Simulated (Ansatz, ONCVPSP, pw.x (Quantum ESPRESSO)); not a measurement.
# What a changed setting does to a pw.x run (bcc P)

Potential: optimised norm-conserving Vanderbilt (ONCV), ONCVPSP 4.0.1.1 (patched build), PBEsol; core [Ne], reference 3s2 3p3; waves: 3s: rc 1.50 bohr, ncon 4, nbas 9, qcut 4.8 1/bohr, 3 projectors, debl 3.2 Ha; 3p: rc 1.70 bohr, ncon 4, nbas 7, qcut 4.3 1/bohr, 2 projectors, debl 2.9 Ha; d scattering state at 0.4 Ha: rc 1.80 bohr, ncon 3, nbas 6, qcut 5.3 1/bohr, 1 projector; local part: polynomial inside 1.30 bohr (lpopt 3, dvloc0 6 Ha); core correction: polynomial model core, fcfact 0.5.

The reference run (k-mesh 15³, cutoffs 50/200 Ry, Fermi–Dirac 0.01 Ry, mixing_beta 0.4, conv_thr 1e-9, no spin) gives -0.72 GPa at 13.798 Å³/atom, where all-electron LAPW gives -1.04 GPa. This run, with its own iteration cap, changes nbnd to 6.

```
&control
  calculation='scf', prefix='x', pseudo_dir='./', outdir='./tmp', tstress=.true., disk_io='none'
/
&system
  ibrav=0, nat=1, ntyp=1, ecutwfc=50, ecutrho=200, nbnd=6,
  occupations='smearing', smearing='fd', degauss=0.01
/
&electrons
  conv_thr=1e-09, mixing_beta=0.4, electron_maxstep=60
/
ATOMIC_SPECIES
P 1.0 P.UPF
CELL_PARAMETERS angstrom
  -1.51095681 1.51095681 1.51095681
  1.51095681 -1.51095681 1.51095681
  1.51095681 1.51095681 -1.51095681
ATOMIC_POSITIONS crystal
P 0.0000 0.0000 0.0000
K_POINTS automatic
15 15 15 0 0 0
```

```bash
pw.x < P.scf.in > P.scf.out
```

Q: How does the run end?

A: It converges in 6 iterations; the free energy moves by +0.0 meV/atom and the pressure by +0.00 GPa. The result is that of the reference run.

```
Message from routine setup:
     using ibrav=0 with symmetry is DISCOURAGED, use correct ibrav instead
     lattice parameter (alat)  =       4.9455  a.u.
     unit-cell volume          =      93.1135 (a.u.)^3
     number of electrons       =         5.00
     number of Kohn-Sham states=            6
     kinetic-energy cutoff     =      50.0000  Ry
     charge density cutoff     =     200.0000  Ry
     scf convergence threshold =      1.0E-09
     Exchange-correlation= PBESOL
     number of k points=   120  Fermi-Dirac smearing, width (Ry)=  0.0100
     iteration #  1     ecut=    50.00 Ry     beta= 0.40
     total energy              =     -16.98938735 Ry
     estimated scf accuracy    <       0.00220720 Ry
     iteration #  2     ecut=    50.00 Ry     beta= 0.40
     total energy              =     -16.98922732 Ry
     estimated scf accuracy    <       0.00065170 Ry
     iteration #  3     ecut=    50.00 Ry     beta= 0.40
     total energy              =     -16.98927693 Ry
     estimated scf accuracy    <       0.00000963 Ry
     iteration #  4     ecut=    50.00 Ry     beta= 0.40
     c_bands:  1 eigenvalues not converged
     c_bands:  1 eigenvalues not converged
     total energy              =     -16.98927908 Ry
     estimated scf accuracy    <       0.00000012 Ry
     iteration #  5     ecut=    50.00 Ry     beta= 0.40
     total energy              =     -16.98927918 Ry
     estimated scf accuracy    <          3.0E-09 Ry
     iteration #  6     ecut=    50.00 Ry     beta= 0.40
     the Fermi energy is    11.7786 ev
!    total energy              =     -16.98927918 Ry
     estimated scf accuracy    <          2.5E-10 Ry
     smearing contrib. (-TS)   =      -0.00203045 Ry
     The total energy is F=E-TS. E is the sum of the following terms:
     one-electron contribution =       6.19913670 Ry
     hartree contribution      =       0.18880277 Ry
     xc contribution           =      -7.44323533 Ry
     ewald contribution        =     -15.93195286 Ry
     convergence has been achieved in   6 iterations
          total   stress  (Ry/bohr**3)                   (kbar)     P=       -7.24
     Message from routine punch:
     Nothing written, as per user request (disk_io='none')
```

The run took about 8.7 s on one core of a shared host (Intel(R) Xeon(R) Platinum 8175M CPU @ 2.50GHz, 96 threads, 755 GiB, load 48).
